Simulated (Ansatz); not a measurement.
**Low-lying states of hydrogen fluoride**

Computed with Ansatz's Gaussian-basis code (development build). State-averaged CASSCF with equal weights; occupations are averaged over the states; levels count from the state that is lowest in CASSCF. No symmetry is imposed, so a solution can break that of the shape. No proof that the lowest CASSCF solution was found. The average may hold one member of a degenerate pair alone.

Geometry: bond length 0.9202 Å.

Basis cc-pVDZ, nonrelativistic, 1 orbital frozen in the corrections; active space CAS(8,5). Averaged: 2 singlets.

CASSCF levels: singlet 0.00, singlet 10.00 eV.

How does SC-NEVPT2 move them?

singlet 0.00, singlet 10.92 eV, in the same order of listing. The lowest state stays.
